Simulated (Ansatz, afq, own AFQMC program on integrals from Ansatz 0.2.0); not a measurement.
SiGeH2, triplet: a scan with AFQMC

```xyz
4

Si    0.0000    0.0000    1.6381
Ge    0.0000    0.0000   -0.7039
H     0.0000    1.1919    2.5412
H     0.0000   -1.1919    2.5412
```

The Si1–Ge2 distance is changed with both sides rigid. Energies in mEh count from this geometry (2.342 Å) at the same level; the start stands on UHF, each point on the determinant named.

Basis cc-pVDZ. Noble-gas cores (and the filled d shells of Ga–Kr and In–Xe) are frozen. Ansatz 0.2.0 and our own AFQMC program on the same integrals; the CISD trial comes from CCSD amplitudes, and released means the phaseless constraint is let go. Error bars are statistical, one sigma. No spin–orbit coupling.

Cautions, each for one point or more: higher spins were not checked; inner d shell frozen; lower spins were not checked; no relativity below Rb; no spin-orbit coupling; strong correlation; unrestricted determinant spin contaminated; walk and cluster series may follow different spin states.

```json
{"r(Si1–Ge2) / Å": "2.128", "det.": "UHF", "T1": "0.017", "weight": "0.88", "⟨S²⟩": "2.02", "PBE0": "13.6", "B2PLYP": "15.2", "CCSD(T)": "17.0"}
{"r(Si1–Ge2) / Å": "2.619", "det.": "UHF", "T1": "0.030", "weight": "0.85", "⟨S²⟩": "2.03", "PBE0": "9.7", "B2PLYP": "8.1", "CCSD(T)": "7.2"}
{"r(Si1–Ge2) / Å": "4.236", "det.": "UHF¶", "T1": "0.092", "weight": "0.73", "⟨S²⟩": "2.49", "PBE0": "89.3§", "B2PLYP": "79.3§", "CCSD(T)": "69.1"}
{"r(Si1–Ge2) / Å": "6.243", "det.": "UHF¶", "T1": "0.096", "weight": "0.72", "⟨S²⟩": "2.54", "PBE0": "95.1§", "B2PLYP": "84.2§", "CCSD(T)": "73.2"}
```

(1) Estimate the curve of CCSDT(Q), counted from the same start.

## Answers

(1) 
```tsv
r(Si1–Ge2) / Å	det.	T1	weight	⟨S²⟩	CCSDT(Q)	ph-AFQMC/CISD	released AFQMC
2.128	UHF	0.017	0.88	2.02	17.2	17.6 ± 0.5	17.8 ± 0.6
2.619	UHF	0.030	0.85	2.03	6.8	8.1 ± 0.5	7.9 ± 0.7*
4.236	UHF¶	0.092	0.73	2.49	69.3	69.9 ± 0.6	69.2 ± 1.1*
6.243	UHF¶	0.096	0.72	2.54	73.5	72.9 ± 0.8	73.4 ± 1.1*
```

Weight is that of the determinant in the CISD state; at the start T1 is 0.020 and the weight 0.87, and ⟨S²⟩ is 2.02. ¶ marks points with a poor determinant and no full CI, where no value is sure; they don't count among the departures. An asterisk marks released energies that aren't shown to be converged. Symmetry can't show for every point that it stays on the start's state. § marks a functional whose ⟨S²⟩ is too high by over 0.1. Largest departures from CCSDT(Q), at the points where its series has closed: CCSD(T) 0.5 mEh at 2.619 (on UHF), ph-AFQMC/CISD 1.3 mEh at 2.619 (on UHF), PBE0 -3.6 mEh at 2.128, B2PLYP -2.0 mEh at 2.128. Functionals count only at points shown to share the start's state and spin. In this small basis the wave-function levels are far from their limit, so their gap to the functionals isn't the functionals' error.

A walk keeps the symmetry of its determinant, which the program's search chose and which needn't be the lowest solution, so a lower state of the same spin and another symmetry isn't excluded.
